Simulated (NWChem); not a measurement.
Molecule: chloromethane (CH₃Cl); SMILES CCl

Program: NWChem. Structure relaxed at the PBE0/def2-SVP level. Level B3LYP/def2-SVPD: energy and gradient; each run changes one setting, and changes count from the defaults (medium grid, exact Coulomb integrals, symmetry on).

```json
[
 {"setting": "defaults", "size of the energy change (μHa)": "< 10", "largest change of a gradient component (μHa/bohr)": "< 30"},
 {"setting": "symmetry off", "size of the energy change (μHa)": "< 10", "largest change of a gradient component (μHa/bohr)": "other frame"},
 {"setting": "coarse grid", "size of the energy change (μHa)": "< 10", "largest change of a gradient component (μHa/bohr)": "40"},
 {"setting": "Becke weights", "size of the energy change (μHa)": "< 10", "largest change of a gradient component (μHa/bohr)": "< 30"}
]
```
